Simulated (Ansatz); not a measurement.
Relaxing ytterbium (fcc)

Theory: Ansatz 0.2.0, DFT, PBE, plane waves (420 eV) with PAW, scalar-relativistic.

k-point mesh 10×10×10, Fermi-Dirac smearing 0.05 eV, starting moments 1.00 μB. Cell and atoms relax.

Starting structure:

```
Yb
1.0
     0.00000    2.74310    2.74310
     2.74310    0.00000    2.74310
     2.74310    2.74310    0.00000
Yb
1
Direct
  0.00000 0.00000 0.00000
```

What cell does the relaxation end in?

Fm-3m with a = 5.223 Å; 35.62 Å³ per atom against 41.28 at the start (-13.7 %).

How much energy does the relaxation gain?

43.0 meV per atom.

Which magnetic state does it end in?

non-magnetic.

Semilocal functionals delocalise ytterbium's f shell and shrink the cell.
